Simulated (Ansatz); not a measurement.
# H2S + CH2F radical: a complex and its separated parts

Aim: how far the complex at one end of a reaction step lies below its separated, relaxed parts, level by level.

Method: PBE0-D4/def2-TZVP structures, single points in def2-TZVPP, no counterpoise correction; program: Ansatz 0.2.0, Gaussian basis.

Levels: SPW92, PBE-D4, BLYP-D4, r2SCAN-D4, B97M-V, PBE0-D4, B3LYP-D4, r2SCAN0-D4, BHLYP-D4, CAM-B3LYP-D4, wB97X-V, wB97M-V, B2PLYP, PBE-QIDH, RPA on PBE, Hartree-Fock, MP2, CCSD, CCSD(T).

Correlated methods freeze the cores. Orbitals are unrestricted. B3LYP uses VWN-RPA correlation. B2PLYP carries no dispersion term here.

94 further runs of the same task are left out: 94 set aside as unsound or not needed. Runs told in other sessions of the task aren't counted.

### Step 1. Where the work starts

The complex: 7 atoms, charge 0, spin multiplicity 2.

Atoms are counted from 1 here; the program's logs count them from 0.

Bond lengths: H1–S4 1.346 Å, C2–F3 1.330 Å, C2–H5 1.082 Å, C2–H6 1.082 Å, S4–H7 1.342 Å. Angles: F3–C2–H5 114.9°, F3–C2–H6 114.9°, H5–C2–H6 124.5°, H1–S4–H7 91.7°.

Geometry (Å):

```xyz
7
charge 0, multiplicity 2
H    -1.14488    0.70832    0.04293
C     0.56255   -1.09494    0.46626
F     1.42504   -0.45083   -0.31525
S    -1.44261    1.86035   -0.58572
H     0.08290   -1.95044    0.00867
H     0.74162   -0.98849    1.52831
H    -0.22462    1.91604   -1.14529
```

Its parts: H2S holds atoms 1, 4, 7; CH2F radical holds atoms 2, 3, 5, 6. Each part counts its atoms afresh in its own runs.

### Step 2. Relaxing H2S alone

relax-a/in.yaml reads:

```yaml
crystal:
  periodic: [false, false, false]
  atoms:
    - {symbol: H, position_ang: [-1.144879, 0.708322, 0.042927]}
    - {symbol: S, position_ang: [-1.442606, 1.860347, -0.585724]}
    - {symbol: H, position_ang: [-0.224623, 1.916038, -1.145291]}
basis:
  gaussian: {orbitals: def2-TZVP}
hamiltonian: {xc: pbe0, dispersion: d4}
relax: {f_tol: 0.005, max_steps: 200}
```

Launch:

```bash
$ ansatz run in.yaml --threads 4 --pin off --events-out ev --progress --plain --max-ram 9574MiB
```

After this run come: Relaxing CH2F radical alone; SPW92/def2-TZVPP; PBE-D4/def2-TZVPP; BLYP-D4/def2-TZVPP; r2SCAN-D4/def2-TZVPP; B97M-V/def2-TZVPP; PBE0-D4/def2-TZVPP; B3LYP-D4/def2-TZVPP; r2SCAN0-D4/def2-TZVPP; BHLYP-D4/def2-TZVPP; CAM-B3LYP-D4/def2-TZVPP; wB97X-V/def2-TZVPP; wB97M-V/def2-TZVPP; B2PLYP/def2-TZVPP; PBE-QIDH/def2-TZVPP; RPA on PBE/def2-TZVPP; CCSD(T)/def2-TZVPP; Vibrations of H2S; Vibrations of CH2F radical.

Before running it: what results should come out? Wanted: complex less parts, CCSD(T)/def2-TZVPP; with zero-point energy; largest T1 diagnostic.

The runs gave:

```
                              quantity           value
complex less parts, CCSD(T)/def2-TZVPP  -1.09 kcal/mol
                with zero-point energy  -0.20 kcal/mol
                 largest T1 diagnostic           0.015
```

What this shows: At CCSD(T) the complex lies 1.09 kcal/mol below its parts. Among the functionals PBE-QIDH lands nearest to CCSD(T) (+0.10 kcal/mol) and SPW92 farthest (-2.57 kcal/mol). By rung, the mean size of the error is: LDA 2.57, GGA 1.01, meta-GGA 0.72, hybrid 0.52, range-separated hybrid 0.40, double hybrid 0.21 kcal/mol. The double hybrids carry no dispersion term here, unlike the levels marked D4 or V. PBE-D4 gives a relative energy 1.22 kcal/mol too low, an error of 112 % of the reference. No counterpoise was applied, and triple zeta lacks some correlation, so the CCSD(T) reference has a basis error of its own, and close matches with it are partly luck.
